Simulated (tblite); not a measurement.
# AsH5S: the cost of one run

Programs: tblite 0.8.0 and PySCF 2.14.0. All values are calculated, for the isolated system unless a continuum is named. Atoms count from 0, parts from 1.

## Step 1: The system as given

7 atoms, charge 0, multiplicity 1; geometry: rigid parts in contact. Parts: 1 = atoms 0–2, `S`, charge 0; 2 = atoms 3–6, `[AsH3]`, charge 0.

## Step 2: Docking the parts with GFN2-xTB

Job settings and geometry (Å):

```
{"job": {"kind": "dock", "xc": "GFN2-xTB", "basis": "xTB"}, "charge": 0, "multiplicity": 1, "parts": [{"atoms": "0-2", "charge": 0, "multiplicity": 1}, {"atoms": "3-6", "charge": 0, "multiplicity": 1}]}
S      0.000885     0.612118     0.018932
H     -0.957789    -0.304448    -0.018986
H      0.956903    -0.307670     0.000054
As     1.557166    -2.280487     1.180089
H      2.904895    -1.639869     1.078426
H      1.375893    -1.641046     2.520313
H      2.189582    -3.459237     1.849968
```

With the program's defaults for keys left out, this is: GFN2-xTB search for minima from random contacts, gas phase.

The run is started by

```
$ OMP_NUM_THREADS=1 python cluster_run.py task.json out
```

This one command runs all jobs of the session in turn.

Q: Estimate the wall time of this first job on 1 thread of Arm Neoverse N1, shared host.

About 9 s.
